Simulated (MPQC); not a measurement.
**SVWN-RPA/pc-0-aug run of C2H− (SMILES [C-]#C)**

What is the energy difference between two shapes of C2H− at SVWN-RPA/pc-0-aug? 

The results are computed with MPQC 2.3.1.

5 further runs of the same task are left out: 3 that didn't finish, 2 set aside as unsound or not needed.

**1. Starting point**

C2H− has 3 atoms, charge -1, and is taken as a singlet. SMILES: `[C-]#C`. The coordinates come from a PBE0-D4/def2-TZVPD relaxation.

Bond lengths: C1–C2 1.239 Å, C2–H3 1.071 Å. Angles: C1–C2–H3 180.0°.

**2. Energy and gradient at SVWN-RPA/pc-0-aug**

Contents of input.in:

```
% RKS/pc-0-aug
checkpoint: no
charge: -1
multiplicity: 1
memory: 1000000000
method: RKS (xc = SVWN1RPA grid = fine)
basis: pc-0-aug
symmetry: c1
gradient: yes
molecule: (bohr)
  C      1.18996054     1.69395050     0.84206196
  C     -0.05631384    -0.08012439    -0.03949528
  H     -1.13364670    -1.61382611    -0.80256669
```

On the command line:

```console
mpqc input.in > input.out
```

What it wrote (excerpt; [...] marks lines left out):

```text
MPQC: Massively Parallel Quantum Chemistry
[...]
  Integrated electron density error = -0.000167436911
  iter     1 energy =  -75.7803568357 delta = 1.64851e-01
  Integrated electron density error = -0.000906116041
  iter     2 energy =  -75.2550623222 delta = 1.87610e-01
[...]
  Integrated electron density error = 0.000000593670
  iter    11 energy =  -76.0828969873 delta = 4.33899e-06
  Integrated electron density error = 0.000000593681
  iter    12 energy =  -76.0828969874 delta = 1.29503e-06
  Integrated electron density error = 0.000000593847
  iter    13 energy =  -76.0828969874 delta = 2.06661e-08
[...]
  LUMO is     8   A =   0.119038
  total scf energy =  -76.0828969874
[...]
  Integrated electron density error = 0.000000578220
  Total Gradient:
[...]
Value of the MolecularEnergy:  -76.0828969874
  Gradient of the MolecularEnergy:
      1   -0.0182718376
      2   -0.0260126073
      3   -0.0129429580
      4    0.0128129843
      5    0.0182422715
      6    0.0090860779
      7    0.0054588533
      8    0.0077703359
      9    0.0038568802
  Closed Shell Kohn-Sham (CLKS) Parameters:
    Function Parameters:
[...]
        symmetry = c1
[...]
```

It took 1.1 s on 1 thread of Intel Xeon Platinum 8488C (Sapphire Rapids), shared host.

**3. The distorted shape**

Contents of input.in:

```
% RKS/pc-0-aug
checkpoint: no
molecule: (bohr)
  C      1.10550868     1.84345051     0.79428402
  C      0.02574374    -0.13460141     0.15929068
  H     -1.13103699    -1.60693806    -0.69434207
basis: pc-0-aug
method: RKS (xc = SVWN1RPA grid = fine)
symmetry: c1
gradient: yes
memory: 1000000000
charge: -1
```

On the command line:

```console
mpqc -o input.out input.in
```

What it wrote:

```text
MPQC: Massively Parallel Quantum Chemistry
[...]
  Integrated electron density error = -0.000151310674
  iter     1 energy =  -75.7785121796 delta = 1.63716e-01
  Integrated electron density error = -0.000699561277
  iter     2 energy =  -75.2653448137 delta = 1.83929e-01
[...]
  Integrated electron density error = 0.000000241109
  iter    12 energy =  -76.0821116729 delta = 1.14851e-06
  Integrated electron density error = 0.000000241164
  iter    13 energy =  -76.0821116729 delta = 2.89035e-07
  Integrated electron density error = 0.000000241164
  iter    14 energy =  -76.0821116729 delta = 4.99357e-08
[...]
  LUMO is     8   A =   0.118819
  total scf energy =  -76.0821116729
[...]
  Integrated electron density error = 0.000000224422
  Total Gradient:
[...]
Value of the MolecularEnergy:  -76.0821116729
  Gradient of the MolecularEnergy:
      1   -0.0183945983
      2   -0.0284164615
      3   -0.0122397431
      4    0.0214466459
      5    0.0273735595
      6    0.0158124209
      7   -0.0030520476
      8    0.0010429019
      9   -0.0035726778
  Closed Shell Kohn-Sham (CLKS) Parameters:
    Function Parameters:
[...]
        symmetry = c1
[...]
```

Run time: 1.4 s. Hardware: 1 thread of Intel Xeon Platinum 8488C (Sapphire Rapids), shared host.

**4. Outcome**

At SVWN-RPA/pc-0-aug:

| quantity | value |
| --- | --- |
| first shape: total energy | -76.08290 Eh |
| first shape: HOMO energy | -0.09 eV |
| first shape: LUMO energy | 3.24 eV |
| first shape: HOMO–LUMO gap (to an unbound level, set by the basis) | 3.33 eV |
| first shape: largest force on an atom | 1.765 eV/Å |
| distorted shape: total energy | -76.08211 Eh |
| distorted shape: HOMO energy | -0.10 eV |
| distorted shape: LUMO energy | 3.23 eV |
| distorted shape: largest force on an atom | 1.964 eV/Å |
| energy change with the atoms displaced | 0.021 eV |

**Reading.** With the atoms displaced the energy rises by 0.02 eV (2.1 kJ/mol). The first shape isn't relaxed at this level, so the change isn't measured from a minimum. The largest force (first shape) is 1.76 eV/Å: the shape isn't a stationary point for this species at this level.
